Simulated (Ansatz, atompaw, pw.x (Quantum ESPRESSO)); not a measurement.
# Which Mo potential is closest to all-electron in the bcc crystal?

All use LDA (PW92), scalar-relativistic, no spin, cutoffs from each file’s atomic test, pw.x 7.5; 15³ k-points, Fermi–Dirac smearing 0.01 Ry. Δ is the rms difference from all-electron LAPW of the E(V) curves that follow from fits to the pressures, over ±6 % in volume. Mesh and smearing are coarse and serve the comparison alone. The files are a selection: those with a ghost or negative overlap were mostly not run, and those with noisy or unconverged pressures or nearly equal Δ are left out.

All-electron: a0 = 3.113 Å (V0 = 15.08 Å³/atom), B0 = 291.6 GPa.

Q: Rank them by Δ, smallest first.
A. PAW, atompaw 4.2.0.5, LDA (PW92); core [Ar] 3d10, reference 4s2 4p6 4d5 5s0.5 5p0.5; waves: 4s (bound): rc 1.20 bohr; 5s (bound): rc 2.25 bohr; 4p (bound): rc 2.15 bohr; 5p (bound): rc 2.25 bohr; 4d (bound): rc 1.40 bohr; 4d channel at 0.9 Ry: rc 1.40 bohr; local part: bessel scheme, radius 2.25 bohr; core correction: smooth core density matched at 1.80 bohr; augmentation: sinc compensation charge, radius 2.05 bohr; PAW radius 2.25 bohr; waves and projectors: custom rrkj vanderbiltortho.
B. PAW, atompaw 4.2.0.5, LDA (PW92); core [Kr], reference 4d5 5s1 5p0; waves: 5s (bound): rc 2.95 bohr; 5s channel at 1.8 Ry: rc 2.95 bohr; 5p (bound, empty): rc 2.95 bohr; 5p channel at 3.8 Ry: rc 2.95 bohr; 4d (bound): rc 2.80 bohr; 4d channel at 2.7 Ry: rc 2.80 bohr; local part: bessel scheme, radius 2.15 bohr; core correction: smooth core density matched at 2.45 bohr; augmentation: besselshape compensation charge, radius 2.40 bohr; PAW radius 2.95 bohr; waves and projectors: custom rrkj gramschmidtortho.
C. PAW, atompaw 4.2.0.5, LDA (PW92); core [Ar] 3d10, reference 4s2 4p6 4d5 5s1 5p0; waves: 4s (bound): rc 1.20 bohr; 5s (bound): rc 2.85 bohr; 4p (bound): rc 1.70 bohr; 5p (bound, empty): rc 2.85 bohr; 4d (bound): rc 2.50 bohr; 4d channel at 0.25 Ry: rc 2.85 bohr; 4f channel at -0.15 Ry: rc 2.85 bohr; local part: ultrasoft scheme with l = 4 at -0.5 Ry, radius 2.50 bohr; core correction: smooth core density matched at 2.05 bohr; augmentation: sinc compensation charge, radius 2.35 bohr; PAW radius 2.85 bohr; waves and projectors: custom polynom vanderbiltortho.

A: C (0.6 meV/atom), A (11.6 meV/atom), B (26.4 meV/atom).
